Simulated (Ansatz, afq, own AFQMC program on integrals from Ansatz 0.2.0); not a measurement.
AFQMC on a folder of integrals that Ansatz 0.2.0 wrote.

```yaml
crystal:
  periodic: [false, false, false]
  atoms:
    - {symbol: Ge, position_ang: [0.089701, 0.000000, 0.267788]}
    - {symbol: B, position_ang: [-0.586641, 0.000000, -1.550841]}
    - {symbol: H, position_ang: [-0.172356, 0.000000, -2.664818]}
basis:
  gaussian: {orbitals: cc-pVDZ}
magnetization: {spin_polarized: true, initial_magnetization: 2}
correlation: {method: ccsd_t, electrons: outside_noble_gas, hamiltonian_folder: ham}
```

```sh
$ ansatz run in.yaml --threads 1 --pin off --events-out ev --progress --plain --max-ram 1382MiB
```

Options of the walk:

```
--method phaseless --trial hf --walkers 160 --populations 1 --least-time 40 --time-step 0.005 --steps-per-block 5 --equilibration-blocks 400 --max-blocks 800 --target-error 0.00068 --factor-cut 0.1 --start spin_pure --seed 8060 --taylor-order 8
```

Times are imaginary, in 1/Eh. The walk had a cap of 90 s. Filled inner d shells are frozen with the cores.

```
orbitals 31  electrons 5 3  factors 32 of 506
reference energy -2100.50853621 Eh
CCSD correlation -0.15812685 Eh in 17 cycles, weight of the determinant in the CISD state 0.8573
energy of the start -2100.510100 Eh
 block  time / (1/Eh)  mean weight  energy / Eh
     1     0.025  0.9993  -2100.516216
     2     0.050  1.0004  -2100.522121
     3     0.075  1.0012  -2100.527394
     4     0.100  0.9999  -2100.533083
     5     0.125  1.0002  -2100.538613
     8     0.200  1.0017  -2100.554628
    31     0.775  1.0001  -2100.610570
   121     3.025  1.0000  -2100.670153
   211     5.275  0.9996  -2100.674782
   301     7.525  1.0003  -2100.668520
   331     8.275  1.0005  -2100.689999
   391     9.775  0.9998  -2100.670875
   481    12.025  1.0005  -2100.664673
   571    14.275  1.0001  -2100.678120
   661    16.525  1.0007  -2100.678731
   751    18.775  1.0000  -2100.668892
   841    21.025  0.9998  -2100.660017
   931    23.275  0.9987  -2100.658888
   991    24.775  1.0009  -2100.649143
  1021    25.525  1.0002  -2100.665628
  1111    27.775  0.9998  -2100.660638
  1171    29.275  0.9998  -2100.669629
blocks merged  error / Eh  count
     1  0.000351  800
     2  0.000490  400
     4  0.000679  200
     8  0.000918  100
    16  0.001240  50
    32  0.001478  25
    64  0.002040  12
energy -2100.667693 +/- 0.001478 Eh
(rows thinned)
```

The run failed at least one of its tests; the cautions name the faults. The second half of the sampling lies above the first by 3.3 errors of their difference, so the energy may still be moving and its error bar be too small.

Against this walk (error 40.2 meV) on the same determinant: CCSD(T) 18.9 meV lower (within the noise), CCSDT(Q) 77.4 meV lower (within the noise), a separate phaseless walk with a CISD trial and standard settings 33.8 ± 41.2 meV lower (within the noise). The error is statistical and leaves out the bias of the constraint. The determinant has ⟨S²⟩ = 2.11, so the low cluster orders mix in higher spin (the high orders can go on to a lower state of that spin), while the walk starts as a pure triplet.

A setting was made bad on purpose (factor cut too coarse), so the walk's energy isn't to be trusted.

Cautions: constraint bias not in the error; error not settled; halves of the run differ; error above the target (40.2 against 18.5 meV); no relativity below Rb; no spin-orbit coupling; inner d shell frozen; lower spins were not checked; higher spins were not checked; raised T1 diagnostic (T1 0.044, weight of the determinant 0.86, largest double 0.09); unrestricted determinant spin contaminated (⟨S²⟩ 2.11 against 2.00); the sampling time fell short of the least asked; the coarse factor cut changes the integrals a little.

CCSDT and higher add their correlation energy to the determinant of the CCSD(T) run, since their own runs factorise the integrals more tightly (a shift of under 2 meV). A walk keeps the symmetry of its determinant, which the program's search chose and which needn't be the lowest solution, so a lower state of the same spin and another symmetry isn't excluded.
